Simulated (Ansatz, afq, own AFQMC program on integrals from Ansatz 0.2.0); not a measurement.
## HClO, triplet: AFQMC among the cluster methods

| atom | x (Å) | y (Å) | z (Å) |
| --- | --- | --- | --- |
| Cl | 0.0000 | 0.0000 | -1.4770 |
| H | 0.0000 | 0.0000 | 0.0670 |
| O | 0.0000 | 0.0000 | 1.4100 |

Connectivity, by distances: ClH ··· O.

Basis cc-pVTZ. Only valence electrons are correlated. AFQMC by an in-house program on the Cholesky factors that Ansatz 0.2.0 writes for its CCSD(T) run. ph-AFQMC/CISD is guided by a CISD state made of CCSD amplitudes; releasing the constraint for a short imaginary time cuts its bias at the price of noise, slowly where states lie close. Error bars are statistical, one sigma.

Determinant: UHF, the one that the program's search chose, which needn't be the lowest solution. The geometry is a point of a scan.

No full CI on the walks' own integrals is used here; CCSDT(Q) serves as the reference and is uncertain by about the last step of the cluster series.

Cautions: lower spins were not checked; the search met a lower determinant of the same kind, perhaps of another symmetry (268 meV lower); unrestricted determinant slightly spin contaminated (⟨S²⟩ 2.07 against 2.00); the released energies have errors that jump between times, so the bars are unsure, so no released level is given (meV from the phaseless value at times in 1/Eh: 18 ± 35 at 0.24, -24 ± 5 at 0.51, -47 ± 12 at 0.99, -40 ± 8 at 1.62, -50 ± 12 at 2.40), though the last usable value meets CCSDT(Q) within the noise.

* T1 diagnostic: 0.0223
* weight of the determinant in the CISD state: 0.864
* ⟨S²⟩ of the determinant: 2.074
* size of the correlated space: 14 electrons in 72 orbitals

Reference: CCSDT(Q), correlation energy -11.314 eV.

| level | E − E(reference) (kJ/mol) | share of correlation (%) |
| --- | --- | --- |
| HF | 1091.6 | 0.00 |
| MP2 | 146.3 | 86.60 |
| CCSD | 41.2 | 96.22 |
| CCSD(T) | 5.2 | 99.53 |
| CCSDT | 1.8 | 99.84 |
| ph-AFQMC/CISD | 3.8 ± 0.5 | 99.65 |

A walk keeps the symmetry of its determinant, which the program's search chose and which needn't be the lowest solution, so a lower state of the same spin and another symmetry isn't excluded.
